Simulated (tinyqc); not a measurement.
RHF in the sto-3g basis, for H3O+, spin multiplicity 1, step by step. One step of it, computed by the program tinyqc.

Problem. Orthogonalisation. S = U s U^T; symmetric (Loewdin) form X = U s^(-1/2) U^T, so that X^T S X = 1.

overlap S:
```
           1O 1s     1O 2s     1O 2px     1O 2py     1O 2pz      2H 1s      3H 1s      4H 1s
1O 1s   1.000000  0.236704   0.000000   0.000000   0.000000   0.051314   0.051363   0.051363
1O 2s   0.236704  1.000000   0.000000   0.000000   0.000000   0.460935   0.461194   0.461194
1O 2px  0.000000  0.000000   1.000000   0.000000   0.000000   0.382205  -0.191054  -0.191054
1O 2py  0.000000  0.000000   0.000000   1.000000   0.000000   0.000000   0.331187  -0.331187
1O 2pz  0.000000  0.000000   0.000000   0.000000   1.000000  -0.053643  -0.053685  -0.053685
2H 1s   0.051314  0.460935   0.382205   0.000000  -0.053643   1.000000   0.197794   0.197794
3H 1s   0.051363  0.461194  -0.191054   0.331187  -0.053685   0.197794   1.000000   0.197745
4H 1s   0.051363  0.461194  -0.191054  -0.331187  -0.053685   0.197794   0.197745   1.000000
```

Give: eigenvalues of S; X.

Solution.

eigenvalues of S: 0.3428  0.4224  0.4227  0.9641  1.0192  1.3795  1.3798  2.0695

X:
```
          1O 1s    1O 2s   1O 2px   1O 2py   1O 2pz    2H 1s    3H 1s    4H 1s
1O 1s    1.0250  -0.1505   0.0000   0.0000   0.0032   0.0203   0.0203   0.0203
1O 2s   -0.1505   1.3184  -0.0001   0.0000  -0.0338  -0.2683  -0.2686  -0.2686
1O 2px   0.0000  -0.0001   1.1238   0.0000   0.0000  -0.2743   0.1372   0.1372
1O 2py   0.0000   0.0000   0.0000   1.1240   0.0000   0.0000  -0.2377   0.2377
1O 2pz   0.0032  -0.0338   0.0000   0.0000   1.0039   0.0307   0.0307   0.0307
2H 1s    0.0203  -0.2683  -0.2743   0.0000   0.0307   1.1987  -0.0670  -0.0670
3H 1s    0.0203  -0.2686   0.1372  -0.2377   0.0307  -0.0670   1.1989  -0.0670
4H 1s    0.0203  -0.2686   0.1372   0.2377   0.0307  -0.0670  -0.0670   1.1989
```
